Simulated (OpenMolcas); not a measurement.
How basis sets differ on C2H5B (SMILES B1CC1)

C2H5B: 8 atoms, total charge 0, spin state singlet. As SMILES, `B1CC1`. Geometry: relaxed at GFN2-xTB.

Quantity: the HOMO–LUMO gap, in eV. The values are calculated.

```tsv
level	kind	program	value (eV)	CPU time
HF/STO-3G	Hartree–Fock	OpenMolcas	15.72	1.9 s
HF/3-21G	Hartree–Fock	OpenMolcas	13.22	2 s
HF/ANO-XS-VDZP (DKH2)	Hartree–Fock	OpenMolcas	12.91	8.9 s
HF/def2-SVP	Hartree–Fock	OpenMolcas	12.97	4 s
```

The values span 12.91 to 15.72 eV. A Hartree–Fock LUMO above zero doesn't converge with the basis: it sinks as sets grow more diffuse. Orbital gaps aren't excitation energies. Times are those of the runs behind each value, whatever else they computed, on shared processors of several kinds: orders of magnitude only.
